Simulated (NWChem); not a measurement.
Species: N$_{2}$ cation, doublet

Results from NWChem. Pople sets run with spherical d functions. Spin-unrestricted. Coordinates come from a B3LYP/6-31G* (spherical d), spin-unrestricted optimisation. No stability test was run on the SCF state.

Problem. Order these by “highest occupied level (eV)”, lowest first: PBE/6-31G*; PBE/STO-3G; PBE/3-21G.

Solution. PBE/STO-3G (-23.30), PBE/3-21G (-22.90), PBE/6-31G* (-22.39)
